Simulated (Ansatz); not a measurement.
A nudged elastic band was laid between two geometries of H2S + H5NSi (10 atoms, charge 0, multiplicity 1).

All numbers below come from RKS BHLYP-D4/def2-SVP (Ansatz 0.2.0).

```yaml
movable_images: 5
climbing_image: yes
spring: 5.0 eV/Å²
optimiser: quadratic models (default)
start_path: through a guess of the saddle point
force_threshold: 0.03 eV/Å
iteration_limit: 60
end_points: relaxed
```

First end point:

```xyz
10
Properties=species:S:1:pos:R:3
Si -0.151 0.364 0.130
N -0.024 0.074 1.839
H -0.860 -0.140 2.359
H 0.573 0.675 2.387
H 1.220 0.482 -0.410
H -0.896 1.598 -0.237
H -0.865 -0.785 -0.468
S 1.753 -2.942 1.253
H 0.614 -3.575 0.940
H 1.108 -1.847 1.700
```

Last end point:

```xyz
10
Properties=species:S:1:pos:R:3
Si 0.350 -0.222 -0.808
N 0.012 -0.800 2.827
H -0.731 -1.329 3.265
H -0.354 0.124 2.636
H 0.641 -0.126 -2.257
H 0.938 0.956 -0.121
H -1.119 -0.165 -0.610
S 1.191 -2.053 -0.114
H 0.801 -1.794 1.158
H 0.742 -0.686 3.518
```

Problem. What changes between the two ends?

Solution. Bonds broken: Si1–N2, S8–H10. Bonds formed: Si1–S8, N2–H10. H2S + H5NSi becomes H3N + H4SSi.

Problem. Give the energies along the band, and the barrier.

Solution. It converged. The highest image is number 2 of 0 to 6, 0.98 eV above the first end and 1.16 eV above the last; the last end lies 0.18 eV below the first. A vibrational analysis at the climbing image gives one clearly imaginary mode, 170i cm⁻¹: a first-order saddle point. The orbitals stay closed-shell, which can raise the energy where a bond breaks towards radicals; this wasn't checked here.

```
image  path coordinate (Å)  energy (eV)  Si1–N2 (Å)  S8–H10 (Å)  Si1–S8 (Å)
    0                 0.00         0.00        1.74        1.35        3.98
    1                 0.80         0.19        1.76        1.38        3.33
    2                 1.60         0.98        1.88        1.96        2.90
    3                 2.95         0.70        2.26        2.53        2.27
    4                 4.30        -0.02        2.93        3.09        2.16
    5                 5.65        -0.18        3.41        3.96        2.13
    6                 7.00        -0.18        3.70        3.91        2.13
```

Problem. What is the geometry of the highest image?

Solution. 
```xyz
10
Properties=species:S:1:pos:R:3
Si 0.055 -0.027 0.079
N 0.129 -0.172 1.949
H -0.780 -0.290 2.386
H 0.607 0.601 2.404
H 1.369 0.290 -0.485
H -0.709 1.263 0.046
H -0.851 -1.016 -0.512
S 1.509 -2.426 0.799
H 0.429 -3.225 0.836
H 0.711 -1.094 1.991
```

Problem. What are the harmonic wavenumbers there?

Solution. 170i, 177, 315, 340, 390, 463, 530, 604, 627, 859, 895, 945, 1028, 1080, 1241, 1582, 1653, 2189, 2355, 2377, 2395, 2750, 3579, 3671 cm⁻¹.

Run time: 3.6 min on 2 threads of Arm Neoverse V2 (shared host), peak memory 0.16 GiB.
